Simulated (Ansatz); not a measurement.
Born–Oppenheimer molecular dynamics of CH$_{6}$B$_{2}$ (9 atoms, charge 0, multiplicity 1). It starts from a relaxed structure.

Level of theory: RKS PBE0-D4/def2-SVP (Ansatz).

```
ensemble        : NVT, Langevin thermostat
time step       : 0.5 fs
steps asked     : 150
set temperature : 1000 K
friction        : 0.005 /fs
seed            : 462217
```

Frames 1 fs apart, positions in Å, forces in eV/Å.

Velocities at 40 fs (Å/ps):

```
B 4.65 -1.57 0.73
C -11.65 -9.55 -10.73
B -1.42 12.21 -1.18
H -6.45 16.60 3.50
H 9.74 4.80 -1.77
H -31.75 -31.27 -35.55
H -3.35 7.74 -20.10
H 6.23 16.61 12.05
H -17.08 2.69 6.39
```

```xyz
9
Properties=species:S:1:pos:R:3:forces:R:3 time_fs=40 energy_less_start_eV=0.451 T=492
B -0.339 0.708 -1.138 -0.28 1.94 -0.59
C 0.428 -0.345 -0.402 -0.16 -1.10 2.44
B -0.193 -0.188 1.171 1.83 -0.02 -1.11
H -1.123 0.286 -1.915 -0.78 0.23 -0.52
H -0.182 1.960 -0.987 -0.13 -1.21 -0.08
H 1.507 -0.132 -0.430 0.06 0.04 0.48
H 0.217 -1.356 -0.810 -0.02 0.28 0.19
H 0.619 0.289 1.989 -0.72 -0.22 -0.44
H -1.302 -0.520 1.552 0.21 0.06 -0.37
9
Properties=species:S:1:pos:R:3:forces:R:3 time_fs=41 energy_less_start_eV=0.515 T=460
B -0.333 0.706 -1.137 -0.57 2.10 -0.80
C 0.417 -0.355 -0.412 -0.58 -0.96 2.70
B -0.194 -0.176 1.170 1.63 -0.18 -0.93
H -1.135 0.302 -1.913 -0.68 0.26 -0.45
H -0.172 1.960 -0.990 -0.10 -1.22 -0.05
H 1.477 -0.165 -0.465 0.86 0.27 0.55
H 0.213 -1.348 -0.829 -0.26 -0.16 0.08
H 0.623 0.306 1.999 -0.85 -0.29 -0.64
H -1.317 -0.516 1.557 0.54 0.19 -0.47
9
Properties=species:S:1:pos:R:3:forces:R:3 time_fs=42 energy_less_start_eV=0.563 T=416
B -0.328 0.707 -1.137 -0.98 1.94 -1.12
C 0.407 -0.367 -0.420 -0.79 -0.51 2.98
B -0.194 -0.165 1.169 1.42 -0.35 -0.91
H -1.157 0.318 -1.917 -0.37 0.37 -0.20
H -0.159 1.950 -0.990 -0.07 -1.07 -0.01
H 1.456 -0.193 -0.497 1.40 0.42 0.60
H 0.209 -1.336 -0.846 -0.52 -0.79 -0.11
H 0.616 0.323 2.002 -0.82 -0.28 -0.70
H -1.326 -0.508 1.560 0.72 0.26 -0.53
9
Properties=species:S:1:pos:R:3:forces:R:3 time_fs=43 energy_less_start_eV=0.579 T=410
B -0.323 0.710 -1.137 -1.43 1.46 -1.41
C 0.397 -0.379 -0.424 -0.83 -0.07 3.08
B -0.193 -0.155 1.168 1.13 -0.56 -1.04
H -1.187 0.335 -1.924 0.06 0.50 0.13
H -0.143 1.931 -0.984 -0.01 -0.70 0.01
H 1.442 -0.214 -0.528 1.59 0.48 0.63
H 0.201 -1.329 -0.866 -0.70 -1.21 -0.22
H 0.598 0.338 1.998 -0.64 -0.19 -0.61
H -1.332 -0.496 1.562 0.83 0.29 -0.58
9
Properties=species:S:1:pos:R:3:forces:R:3 time_fs=44 energy_less_start_eV=0.566 T=424
B -0.319 0.715 -1.138 -1.88 0.69 -1.66
C 0.388 -0.391 -0.426 -0.56 0.21 2.93
B -0.192 -0.146 1.166 0.86 -0.79 -1.27
H -1.223 0.351 -1.930 0.52 0.62 0.46
H -0.127 1.904 -0.979 0.07 -0.10 0.06
H 1.440 -0.230 -0.552 1.30 0.44 0.67
H 0.184 -1.327 -0.888 -0.77 -1.30 -0.19
H 0.574 0.351 1.989 -0.34 -0.03 -0.42
H -1.330 -0.481 1.563 0.79 0.26 -0.59
9
Properties=species:S:1:pos:R:3:forces:R:3 time_fs=45 energy_less_start_eV=0.540 T=479
B -0.316 0.721 -1.140 -2.21 -0.27 -1.78
C 0.380 -0.403 -0.424 -0.19 0.17 2.46
B -0.192 -0.137 1.162 0.65 -1.00 -1.60
H -1.257 0.369 -1.935 0.89 0.68 0.70
H -0.112 1.875 -0.976 0.21 0.65 0.13
H 1.446 -0.240 -0.569 0.70 0.30 0.71
H 0.159 -1.337 -0.909 -0.65 -0.90 0.06
H 0.543 0.367 1.976 0.04 0.18 -0.14
H -1.320 -0.464 1.560 0.57 0.17 -0.55
9
Properties=species:S:1:pos:R:3:forces:R:3 time_fs=46 energy_less_start_eV=0.527 T=496
B -0.314 0.726 -1.143 -2.36 -0.99 -1.71
C 0.371 -0.414 -0.420 0.11 -0.09 1.79
B -0.191 -0.129 1.156 0.52 -1.16 -1.95
H -1.282 0.395 -1.933 1.10 0.67 0.79
H -0.098 1.855 -0.971 0.34 1.24 0.18
H 1.456 -0.247 -0.582 0.00 0.12 0.75
H 0.123 -1.354 -0.928 -0.40 -0.24 0.46
H 0.511 0.388 1.959 0.43 0.42 0.17
H -1.305 -0.444 1.555 0.26 0.04 -0.48
9
Properties=species:S:1:pos:R:3:forces:R:3 time_fs=47 energy_less_start_eV=0.515 T=516
B -0.314 0.730 -1.146 -2.29 -1.19 -1.47
C 0.362 -0.426 -0.415 0.34 -0.32 1.14
B -0.190 -0.121 1.148 0.61 -1.20 -2.19
H -1.299 0.425 -1.923 1.15 0.59 0.75
H -0.080 1.849 -0.963 0.39 1.35 0.17
H 1.466 -0.253 -0.593 -0.62 -0.06 0.79
H 0.082 -1.373 -0.943 -0.11 0.37 0.82
H 0.488 0.414 1.942 0.69 0.57 0.35
H -1.286 -0.426 1.548 -0.16 -0.11 -0.36
9
Properties=species:S:1:pos:R:3:forces:R:3 time_fs=48 energy_less_start_eV=0.479 T=592
B -0.317 0.732 -1.150 -1.95 -0.95 -1.05
C 0.352 -0.439 -0.410 0.46 -0.37 0.60
B -0.187 -0.114 1.138 0.73 -1.12 -2.19
H -1.306 0.464 -1.910 1.03 0.44 0.59
H -0.059 1.854 -0.954 0.37 1.07 0.11
H 1.472 -0.259 -0.595 -1.11 -0.22 0.77
H 0.039 -1.391 -0.949 0.16 0.79 1.07
H 0.471 0.448 1.927 0.78 0.61 0.35
H -1.270 -0.406 1.542 -0.47 -0.25 -0.25
9
Properties=species:S:1:pos:R:3:forces:R:3 time_fs=49 energy_less_start_eV=0.417 T=625
B -0.321 0.734 -1.155 -1.31 -0.47 -0.41
C 0.342 -0.453 -0.405 0.41 -0.19 0.21
B -0.184 -0.106 1.128 0.82 -0.94 -1.95
H -1.302 0.507 -1.893 0.70 0.25 0.29
H -0.033 1.866 -0.943 0.27 0.56 0.00
H 1.471 -0.266 -0.590 -1.36 -0.35 0.71
H -0.002 -1.404 -0.948 0.38 0.98 1.18
H 0.463 0.487 1.917 0.69 0.48 0.16
H -1.262 -0.388 1.538 -0.60 -0.32 -0.20
9
Properties=species:S:1:pos:R:3:forces:R:3 time_fs=50 energy_less_start_eV=0.346 T=663
B -0.325 0.735 -1.161 -0.49 0.16 0.33
C 0.334 -0.468 -0.401 0.10 0.10 -0.01
B -0.180 -0.100 1.116 0.89 -0.67 -1.54
H -1.293 0.550 -1.874 0.23 0.05 -0.10
H -0.003 1.885 -0.932 0.11 -0.09 -0.14
H 1.457 -0.277 -0.580 -1.24 -0.41 0.59
H -0.040 -1.411 -0.939 0.51 0.96 1.16
H 0.463 0.531 1.904 0.47 0.23 -0.13
H -1.259 -0.375 1.530 -0.57 -0.34 -0.16
9
Properties=species:S:1:pos:R:3:forces:R:3 time_fs=51 energy_less_start_eV=0.296 T=761
B -0.329 0.736 -1.166 0.40 0.64 1.09
C 0.326 -0.484 -0.397 -0.45 0.55 -0.02
B -0.175 -0.094 1.104 0.85 -0.35 -1.08
H -1.283 0.591 -1.854 -0.35 -0.12 -0.54
H 0.027 1.901 -0.924 -0.04 -0.62 -0.26
H 1.428 -0.290 -0.562 -0.72 -0.41 0.40
H -0.074 -1.411 -0.919 0.54 0.72 0.99
H 0.467 0.581 1.888 0.22 -0.08 -0.44
H -1.259 -0.368 1.520 -0.44 -0.32 -0.13
```

Of the whole run (75 fs, mean temperature of the second half 562 K): The mean temperature of the second half is 44 % below the set value. A run of 0.075 ps of so small a system gives no equilibrium averages.

Run time: 3 min on 1 thread of Arm Neoverse V2 (shared host), peak memory 0.12 GiB.
